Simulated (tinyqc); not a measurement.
Inside a calculation (part 1 of 2). Method: ROHF in the sto-3g basis, for BH, spin multiplicity 3. Computed by tinyqc, a small Python program that keeps every step (integrals from PySCF). Settings: charge = 0, multiplicity = 3, basis = sto-3g, energy threshold = 1e-08, iteration cap = 67, orthogonalisation = canonical, start = random, DIIS depth = 4, DIIS from iteration = 2, method = ROHF. Command: `OMP_NUM_THREADS=1 python tinyqc.py 24052 24053 out.jsonl` (the two numbers bound the seeds that draw the settings). One thread of a shared host (Intel(R) Xeon(R) Processor @ 2.60GHz), about 0.07 s of CPU time with the checks. Later iterations appear only in the table of the cycle.

## One-electron integrals

Geometry (angstrom):
```
atom         x         y         z
B     0.000000  0.000000  0.000000
H     0.000000  0.000000  2.033000
```

Basis sto-3g: exponents (1/bohr^2) and contraction coefficients of normalised primitives:
```
element  l (shell)   exponent  coefficient
B            s (1)  48.791113     0.154329
B            s (1)   8.887362     0.535328
B            s (1)   2.405267     0.444635
B            s (2)   2.236956    -0.099967
B            s (2)   0.519821     0.399513
B            s (2)   0.169062     0.700115
B            p (3)   2.236956     0.155916
B            p (3)   0.519821     0.607684
B            p (3)   0.169062     0.391957
H            s (1)   3.425251     0.154329
H            s (1)   0.623914     0.535328
H            s (1)   0.168855     0.444635
```

Overlap, kinetic and nuclear-attraction integrals over the contracted functions; the nuclear repulsion is the sum of Za Zb / Rab.

nuclear repulsion = 1.30146879 hartree

overlap S:
```
           1B 1s     1B 2s    1B 2px    1B 2py    1B 2pz     2H 1s
1B 1s   1.000000  0.269328  0.000000  0.000000  0.000000  0.009978
1B 2s   0.269328  1.000000  0.000000  0.000000  0.000000  0.154495
1B 2px  0.000000  0.000000  1.000000  0.000000  0.000000  0.000000
1B 2py  0.000000  0.000000  0.000000  1.000000  0.000000  0.000000
1B 2pz  0.000000  0.000000  0.000000  0.000000  1.000000  0.199974
2H 1s   0.009978  0.154495  0.000000  0.000000  0.199974  1.000000
```

kinetic energy T (hartree):
```
            1B 1s      1B 2s    1B 2px    1B 2py    1B 2pz      2H 1s
1B 1s   10.826302  -0.047967  0.000000  0.000000  0.000000  -0.003567
1B 2s   -0.047967   0.359168  0.000000  0.000000  0.000000  -0.008415
1B 2px   0.000000   0.000000  1.123881  0.000000  0.000000   0.000000
1B 2py   0.000000   0.000000  0.000000  1.123881  0.000000   0.000000
1B 2pz   0.000000   0.000000  0.000000  0.000000  1.123881   0.015881
2H 1s   -0.003567  -0.008415  0.000000  0.000000  0.015881   0.760032
```

nuclear attraction V (hartree):
```
             1B 1s      1B 2s     1B 2px     1B 2py     1B 2pz      2H 1s
1B 1s   -23.407682  -3.209467   0.000000   0.000000  -0.006367  -0.118904
1B 2s    -3.209467  -4.031724   0.000000   0.000000  -0.064734  -0.441897
1B 2px    0.000000   0.000000  -3.989957   0.000000   0.000000   0.000000
1B 2py    0.000000   0.000000   0.000000  -3.989957   0.000000   0.000000
1B 2pz   -0.006367  -0.064734   0.000000   0.000000  -4.024398  -0.532424
2H 1s    -0.118904  -0.441897   0.000000   0.000000  -0.532424  -2.527672
```

core Hamiltonian H = T + V (hartree):
```
             1B 1s      1B 2s     1B 2px     1B 2py     1B 2pz      2H 1s
1B 1s   -12.581380  -3.257434   0.000000   0.000000  -0.006367  -0.122471
1B 2s    -3.257434  -3.672556   0.000000   0.000000  -0.064734  -0.450312
1B 2px    0.000000   0.000000  -2.866076   0.000000   0.000000   0.000000
1B 2py    0.000000   0.000000   0.000000  -2.866076   0.000000   0.000000
1B 2pz   -0.006367  -0.064734   0.000000   0.000000  -2.900517  -0.516543
2H 1s    -0.122471  -0.450312   0.000000   0.000000  -0.516543  -1.767640
```

## Two-electron integrals

Functions are numbered as in S; the eight-fold symmetry (ij|kl) = (ji|kl) = (kl|ij) leaves the list below.

Two-electron integrals (ij|kl) in chemists' order, unique and non-zero (hartree):
```
(11|11) 2.923513   (21|11) 0.518376   (21|21) 0.109262   (22|11) 0.744229
(22|21) 0.193177   (22|22) 0.544804   (31|31) 0.020264   (32|31) 0.029996
(32|32) 0.120346   (33|11) 0.742491   (33|21) 0.193240   (33|22) 0.544682
(33|33) 0.586773   (41|41) 0.020264   (42|41) 0.029996   (42|42) 0.120346
(43|43) 0.031630   (44|11) 0.742491   (44|21) 0.193240   (44|22) 0.544682
(44|33) 0.523513   (44|44) 0.586773   (51|51) 0.020264   (52|51) 0.029996
(52|52) 0.120346   (53|53) 0.031630   (54|54) 0.031630   (55|11) 0.742491
(55|21) 0.193240   (55|22) 0.544682   (55|33) 0.523513   (55|44) 0.523513
(55|55) 0.586773   (61|11) 0.019035   (61|21) 0.004004   (61|22) 0.007125
(61|33) 0.007096   (61|44) 0.007096   (61|51) 0.000307   (61|52) 0.000567
(61|55) 0.007187   (61|61) 0.000152   (62|11) 0.070192   (62|21) 0.018642
(62|22) 0.061350   (62|33) 0.059470   (62|44) 0.059470   (62|51) 0.002007
(62|52) 0.014224   (62|55) 0.065043   (62|61) 0.000733   (62|62) 0.012128
(63|31) 0.001451   (63|32) 0.007614   (63|53) 0.002400   (63|63) 0.000993
(64|41) 0.001451   (64|42) 0.007614   (64|54) 0.002400   (64|64) 0.000993
(65|11) 0.079460   (65|21) 0.021300   (65|22) 0.073320   (65|33) 0.069917
(65|44) 0.069917   (65|51) 0.003218   (65|52) 0.021884   (65|55) 0.080037
(65|61) 0.000859   (65|62) 0.016570   (65|65) 0.023183   (66|11) 0.260197
(66|21) 0.070067   (66|22) 0.258735   (66|33) 0.248214   (66|44) 0.248214
(66|51) 0.006331   (66|52) 0.062597   (66|55) 0.279495   (66|61) 0.002740
(66|62) 0.075305   (66|65) 0.110585   (66|66) 0.774606
```

## Orthogonalisation

S = U s U^T; canonical form X = U s^(-1/2), so that X^T S X = 1. Each column of U has its largest component positive (the first on a tie).

eigenvalues of S: 0.673210  0.832598  1.000000  1.000000  1.157478  1.336714

X:
```
                1          2         3          4          5         6
1B 1s   -0.637917   0.525365  0.000000   0.000000  -0.434107  0.456135
1B 2s    0.795129  -0.304850  0.000000   0.000000  -0.271606  0.554914
1B 2px   0.000000   0.000000  0.999909  -0.013489   0.000000  0.000000
1B 2py   0.000000   0.000000  0.013489   0.999909   0.000000  0.000000
1B 2pz   0.348681   0.699472  0.000000   0.000000   0.609429  0.246015
2H 1s   -0.569801  -0.585540  0.000000   0.000000   0.479921  0.414236
```

Within a degenerate level the vectors are fixed only up to a rotation; this is one choice.

## Starting guess

The start is random orthonormal orbitals; D(s) = C_occ C_occ^T for each spin.

D(alpha) at the start:
```
            1B 1s      1B 2s     1B 2px     1B 2py     1B 2pz      2H 1s
1B 1s    0.869025  -0.360380   0.305626  -0.246422   0.018987   0.047457
1B 2s   -0.360380   1.078570   0.101908  -0.056650   0.055521  -0.082472
1B 2px   0.305626   0.101908   0.547068   0.339348  -0.050853  -0.106332
1B 2py  -0.246422  -0.056650   0.339348   0.673371   0.004761  -0.172541
1B 2pz   0.018987   0.055521  -0.050853   0.004761   1.021702  -0.341966
2H 1s    0.047457  -0.082472  -0.106332  -0.172541  -0.341966   0.165690
```

D(beta) at the start:
```
            1B 1s      1B 2s     1B 2px     1B 2py     1B 2pz      2H 1s
1B 1s    0.399587   0.162544   0.416752   0.066045  -0.021464  -0.049728
1B 2s    0.162544   0.251791   0.096591  -0.112175   0.361520  -0.119453
1B 2px   0.416752   0.096591   0.463305   0.123500  -0.167828  -0.012887
1B 2py   0.066045  -0.112175   0.123500   0.115037  -0.280812   0.066085
1B 2pz  -0.021464   0.361520  -0.167828  -0.280812   0.739479  -0.195195
2H 1s   -0.049728  -0.119453  -0.012887   0.066085  -0.195195   0.059215
```

## Iteration 1: building the Fock matrix

J_ij = sum D_kl (ij|kl) with D = D(alpha) + D(beta), K_ij = sum D_kl (ik|jl) for each spin; F = H + J - K(s); E = tr D H + tr D J / 2 - 0.5 sum_s tr D(s) K(s) + E_nn.

Coulomb J (hartree):
```
            1B 1s      1B 2s     1B 2px     1B 2py     1B 2pz      2H 1s
1B 1s    7.081751   1.544638   0.040838  -0.017747   0.022074   0.057332
1B 2s    1.544638   3.486149   0.089298  -0.053077   0.085051   0.390903
1B 2px   0.040838   0.089298   3.474363   0.029279  -0.014406   0.003833
1B 2py  -0.017747  -0.053077   0.029279   3.460321  -0.017974  -0.004631
1B 2pz   0.022074   0.085051  -0.014406  -0.017974   3.515770   0.468150
2H 1s    0.057332   0.390903   0.003833  -0.004631   0.468150   1.662465
```

exchange K(alpha) (hartree):
```
            1B 1s      1B 2s     1B 2px     1B 2py     1B 2pz      2H 1s
1B 1s    2.331222   0.419149   0.254959  -0.202081   0.025443   0.022289
1B 2s    0.419149   0.797089   0.128865  -0.104259   0.008067   0.063718
1B 2px   0.254959   0.128865   0.497815   0.188387  -0.035920  -0.020727
1B 2py  -0.202081  -0.104259   0.188387   0.567931  -0.009834  -0.048560
1B 2pz   0.025443   0.008067  -0.035920  -0.009834   0.709697   0.013037
2H 1s    0.022289   0.063718  -0.020727  -0.048560   0.013037   0.080006
```

exchange K(beta) (hartree):
```
           1B 1s      1B 2s     1B 2px     1B 2py     1B 2pz      2H 1s
1B 1s   1.387970   0.426809   0.339332   0.025900   0.055773   0.011648
1B 2s   0.426809   0.380884   0.156405  -0.055423   0.208026   0.026132
1B 2px  0.339332   0.156405   0.344192   0.068560  -0.094101  -0.005307
1B 2py  0.025900  -0.055423   0.068560   0.150853  -0.151112  -0.010799
1B 2pz  0.055773   0.208026  -0.094101  -0.151112   0.464928   0.033552
2H 1s   0.011648   0.026132  -0.005307  -0.010799   0.033552   0.017448
```

F(alpha) (hartree):
```
            1B 1s      1B 2s     1B 2px     1B 2py     1B 2pz      2H 1s
1B 1s   -7.830851  -2.131945  -0.214120   0.184333  -0.009736  -0.087427
1B 2s   -2.131945  -0.983497  -0.039567   0.051182   0.012249  -0.123127
1B 2px  -0.214120  -0.039567   0.110472  -0.159107   0.021514   0.024561
1B 2py   0.184333   0.051182  -0.159107   0.026314  -0.008139   0.043930
1B 2pz  -0.009736   0.012249   0.021514  -0.008139  -0.094444  -0.061431
2H 1s   -0.087427  -0.123127   0.024561   0.043930  -0.061431  -0.185181
```

F(beta) (hartree):
```
            1B 1s      1B 2s     1B 2px     1B 2py     1B 2pz      2H 1s
1B 1s   -6.887599  -2.139606  -0.298494  -0.043647  -0.040066  -0.076786
1B 2s   -2.139606  -0.567292  -0.067107   0.002346  -0.187710  -0.085540
1B 2px  -0.298494  -0.067107   0.264095  -0.039281   0.079695   0.009140
1B 2py  -0.043647   0.002346  -0.039281   0.443392   0.133138   0.006168
1B 2pz  -0.040066  -0.187710   0.079695   0.133138   0.150324  -0.081945
2H 1s   -0.076786  -0.085540   0.009140   0.006168  -0.081945  -0.122624
```

total energy of this density = -18.69419670 hartree

## Iteration 1: Roothaan effective Fock matrix

With projectors Pc = D(beta) S, Po = (D(alpha) - D(beta)) S, Pv = 1 - D(alpha) S, the block xy is Px^T F Py; with Fc = (F(alpha) + F(beta))/2, the blocks are Fc for cc, oo, vv and cv, F(beta) for co and F(alpha) for ov.

effective F (hartree):
```
            1B 1s      1B 2s     1B 2px     1B 2py     1B 2pz      2H 1s
1B 1s   -7.303775  -2.137234  -0.183495   0.017226  -0.010469  -0.065795
1B 2s   -2.137234  -0.814855  -0.133525   0.025788  -0.093758  -0.080520
1B 2px  -0.183495  -0.133525   0.115409  -0.189781   0.038487   0.021437
1B 2py   0.017226   0.025788  -0.189781   0.275832   0.036515  -0.008643
1B 2pz  -0.010469  -0.093758   0.038487   0.036515   0.016585  -0.086840
2H 1s   -0.065795  -0.080520   0.021437  -0.008643  -0.086840  -0.128662
```

## Iteration 1: diagonalisation and new density

Diagonalise F' = X^T F X, C = X C', fill 4 alpha and 2 beta electrons from the bottom; D(s) = C_occ C_occ^T. Each column has its largest component positive (the first on a tie).

F' = X^T F X (hartree):
```
           1          2          3          4          5          6
1  -1.346690   1.329534   0.012455   0.027007  -1.495093   1.775445
2   1.329534  -1.327879  -0.040896   0.032345   1.666175  -1.911354
3   0.012455  -0.040896   0.110319  -0.187548   0.149701  -0.139061
4   0.027007   0.032345  -0.187548   0.280922   0.001604   0.029449
5  -1.495093   1.666175   0.149701   0.001604  -1.929775   2.251210
6   1.775445  -1.911354  -0.139061   0.029449   2.251210  -2.981072
```

orbital energies (hartree): MO1 -7.313058, MO2 -0.256897, MO3 -0.130845, MO4 -0.016269, MO5 0.110295, MO6 0.412597

coefficients C:
```
              MO1        MO2        MO3        MO4        MO5        MO6
1B 1s    0.992126  -0.270778   0.123318   0.030812   0.072743  -0.019262
1B 2s    0.027044   0.901659  -0.417860  -0.168646  -0.274856   0.120614
1B 2px   0.024951   0.145722  -0.350288   0.624856   0.381649  -0.565102
1B 2py  -0.001739  -0.000486  -0.143517   0.489888   0.273573   0.815210
1B 2pz   0.002678   0.306039   0.210705  -0.445534   0.840041   0.023114
2H 1s   -0.005530   0.213823   0.827849   0.511908  -0.266622  -0.072291
```

D(alpha) after iteration 1:
```
            1B 1s      1B 2s     1B 2px     1B 2py     1B 2pz      2H 1s
1B 1s    1.073792  -0.274045  -0.038647  -0.004198  -0.067956   0.054477
1B 2s   -0.274045   1.016769   0.173058  -0.023133   0.263107  -0.239611
1B 2px  -0.038647   0.173058   0.535004   0.356268  -0.307539   0.060904
1B 2py  -0.004198  -0.023133   0.356268   0.260591  -0.248655   0.131873
1B 2pz  -0.067956   0.263107  -0.307539  -0.248655   0.336564   0.011782
2H 1s    0.054477  -0.239611   0.060904   0.131873   0.011782   0.993134
```

D(beta) after iteration 1:
```
            1B 1s      1B 2s     1B 2px     1B 2py     1B 2pz      2H 1s
1B 1s    1.057635  -0.217319  -0.014704  -0.001594  -0.080211  -0.063385
1B 2s   -0.217319   0.813720   0.132066  -0.000485   0.276015   0.192646
1B 2px  -0.014704   0.132066   0.021857  -0.000114   0.044663   0.031021
1B 2py  -0.001594  -0.000485  -0.000114   0.000003  -0.000153  -0.000094
1B 2pz  -0.080211   0.276015   0.044663  -0.000153   0.093667   0.065423
2H 1s   -0.063385   0.192646   0.031021  -0.000094   0.065423   0.045751
```

## Iteration 2: building the Fock matrix

As before.

Coulomb J (hartree):
```
            1B 1s      1B 2s     1B 2px     1B 2py     1B 2pz      2H 1s
1B 1s    8.286184   1.666476   0.016410  -0.001269   0.033219   0.062000
1B 2s    1.666476   3.347508   0.071640  -0.004025   0.187937   0.414570
1B 2px   0.016410   0.071640   3.341055   0.022530  -0.016188   0.003412
1B 2py  -0.001269  -0.004025   0.022530   3.322313  -0.015107  -0.001309
1B 2pz   0.033219   0.187937  -0.016188  -0.015107   3.366579   0.513767
2H 1s    0.062000   0.414570   0.003412  -0.001309   0.513767   2.162795
```

exchange K(alpha) (hartree):
```
            1B 1s      1B 2s     1B 2px     1B 2py     1B 2pz     2H 1s
1B 1s    2.989477   0.551737   0.009675  -0.007239   0.006983  0.022035
1B 2s    0.551737   0.686647   0.110546  -0.007474   0.157577  0.109264
1B 2px   0.009675   0.110546   0.458047   0.197780  -0.166324  0.004216
1B 2py  -0.007239  -0.007474   0.197780   0.305709  -0.128503  0.013294
1B 2pz   0.006983   0.157577  -0.166324  -0.128503   0.365107  0.159913
2H 1s    0.022035   0.109264   0.004216   0.013294   0.159913  0.765392
```

exchange K(beta) (hartree):
```
            1B 1s      1B 2s     1B 2px     1B 2py     1B 2pz      2H 1s
1B 1s    2.957131   0.523894   0.018532  -0.001325   0.000311   0.017278
1B 2s    0.523894   0.512509   0.086626  -0.000685   0.187484   0.129501
1B 2px   0.018532   0.086626   0.125219  -0.000063   0.027038   0.019694
1B 2py  -0.001325  -0.000685  -0.000063   0.113087  -0.000092  -0.000081
1B 2pz   0.000311   0.187484   0.027038  -0.000092   0.181531   0.081704
2H 1s    0.017278   0.129501   0.019694  -0.000081   0.081704   0.099489
```

F(alpha) (hartree):
```
            1B 1s      1B 2s     1B 2px     1B 2py     1B 2pz      2H 1s
1B 1s   -7.284673  -2.142694   0.006735   0.005970   0.019869  -0.082505
1B 2s   -2.142694  -1.011695  -0.038907   0.003449  -0.034374  -0.145005
1B 2px   0.006735  -0.038907   0.016931  -0.175250   0.150136  -0.000804
1B 2py   0.005970   0.003449  -0.175250   0.150528   0.113396  -0.014603
1B 2pz   0.019869  -0.034374   0.150136   0.113396   0.100955  -0.162689
2H 1s   -0.082505  -0.145005  -0.000804  -0.014603  -0.162689  -0.370237
```

F(beta) (hartree):
```
            1B 1s      1B 2s     1B 2px     1B 2py     1B 2pz      2H 1s
1B 1s   -7.252327  -2.114851  -0.002122   0.000056   0.026541  -0.077749
1B 2s   -2.114851  -0.837557  -0.014986  -0.003340  -0.064282  -0.165242
1B 2px  -0.002122  -0.014986   0.349760   0.022593  -0.043226  -0.016282
1B 2py   0.000056  -0.003340   0.022593   0.343150  -0.015015  -0.001228
1B 2pz   0.026541  -0.064282  -0.043226  -0.015015   0.284530  -0.084481
2H 1s   -0.077749  -0.165242  -0.016282  -0.001228  -0.084481   0.295666
```

total energy of this density = -24.49056079 hartree

## Iteration 2: Roothaan effective Fock matrix

As before.

effective F (hartree):
```
            1B 1s      1B 2s     1B 2px     1B 2py     1B 2pz      2H 1s
1B 1s   -7.268628  -2.126907   0.001963   0.002183   0.023003  -0.085712
1B 2s   -2.126907  -0.935901  -0.029008  -0.001842  -0.058523  -0.138208
1B 2px   0.001963  -0.029008   0.184965  -0.073794   0.056971   0.004522
1B 2py   0.002183  -0.001842  -0.073794   0.252134   0.058663   0.012342
1B 2pz   0.023003  -0.058523   0.056971   0.058663   0.204618  -0.082383
2H 1s   -0.085712  -0.138208   0.004522   0.012342  -0.082383  -0.019500
```

## Iteration 2: diagonalisation and new density

As before.

F' = X^T F X (hartree):
```
           1          2          3          4          5          6
1  -1.320420   1.455421  -0.006885   0.010658  -1.485804   1.725741
2   1.455421  -1.205730   0.047551   0.034876   1.673909  -1.821298
3  -0.006885   0.047551   0.182987  -0.072861   0.044469   0.000951
4   0.010658   0.034876  -0.072861   0.254112   0.040630   0.019507
5  -1.485804   1.673909   0.044469   0.040630  -1.838097   2.315911
6   1.725741  -1.821298   0.000951   0.019507   2.315911  -2.991700
```

orbital energies (hartree): MO1 -7.273158, MO2 -0.358409, MO3 -0.007476, MO4 0.117048, MO5 0.288036, MO6 0.315111

coefficients C:
```
              MO1        MO2        MO3        MO4        MO5        MO6
1B 1s    0.992551  -0.290369   0.092024   0.036549   0.012504   0.004750
1B 2s    0.026498   0.982566  -0.344496  -0.146212  -0.025731   0.002348
1B 2px  -0.000140   0.039349  -0.237894   0.708174   0.652180  -0.122513
1B 2py  -0.000260  -0.005684  -0.182875   0.484629  -0.456744   0.723217
1B 2pz  -0.002603   0.113899   0.322890  -0.329226   0.596062   0.679596
2H 1s   -0.001309   0.173068   0.821873   0.466419  -0.268369  -0.272854
```

D(alpha) after iteration 2:
```
            1B 1s      1B 2s     1B 2px     1B 2py     1B 2pz      2H 1s
1B 1s    1.079276  -0.296052  -0.007573   0.002276  -0.017975   0.041126
1B 2s   -0.296052   1.106195   0.017069  -0.013450   0.048746  -0.181312
1B 2px  -0.007573   0.017069   0.559652   0.386483  -0.305481   0.141597
1B 2py   0.002276  -0.013450   0.386483   0.268341  -0.219247   0.074757
1B 2pz  -0.017975   0.048746  -0.305481  -0.219247   0.225627   0.131533
2H 1s    0.041126  -0.181312   0.141597   0.074757   0.131533   0.922975
```

D(beta) after iteration 2:
```
            1B 1s      1B 2s     1B 2px     1B 2py     1B 2pz      2H 1s
1B 1s    1.069472  -0.259006  -0.011565   0.001392  -0.035656  -0.051553
1B 2s   -0.259006   0.966139   0.038659  -0.005591   0.111844   0.170016
1B 2px  -0.011565   0.038659   0.001548  -0.000224   0.004482   0.006810
1B 2py   0.001392  -0.005591  -0.000224   0.000032  -0.000647  -0.000983
1B 2pz  -0.035656   0.111844   0.004482  -0.000647   0.012980   0.019716
2H 1s   -0.051553   0.170016   0.006810  -0.000983   0.019716   0.029954
```
